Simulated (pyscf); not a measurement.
PySCF, gas phase, ωB97X-D3(BJ)/def2-SVP geometries. Correlated levels are frozen-core, on RHF or UHF. ΔMP2 is the change of the MP2 total energy from the triple- to the quadruple-zeta basis.

### Question
Estimate by transition-state theory the rate constant of `[SiH4]` + `[SiH3]` [doublet] → `[SiH3][SiH3]` + `[H]` [doublet] (doublet surface; H–Si broken, Si–Si formed) at 900 K, with CCSD(T)/def2-TZVPP + ΔMP2(QZVPP) energies (ideal gas, 1 atm, RRHO with modes under 100 cm⁻¹ raised to 100, one conformer, R ln 2 for rigid chiral ones; no tunnelling).

### Answer
The electronic barrier is 23.2 kcal/mol and the thermal terms add +23.1, so ΔG‡ = 46.3 kcal/mol. With k_BT/h = 1.88e+13 s⁻¹ and RT = 1.788 kcal/mol, and a volume of 1.23e-19 cm³ per molecule at 1 atm, k = 1.3e-17 cm³ molecule⁻¹ s⁻¹. Wigner's tunnelling factor for 584i cm⁻¹ would be 1.04. A shift of 1 kcal/mol in the barrier changes k by a factor 1.7. The same reactants have a lower exit, to SiH₃• + SiH₄ (barrier +9.2 kcal/mol at ωB97M-D3(BJ), against +21.8 kcal/mol here). One saddle was located; it need not be the lowest between these sides. The angle at the attacked Si is 180°. The CCSD(T) − MP2 part came from Ansatz, without density fitting, on the same reference.
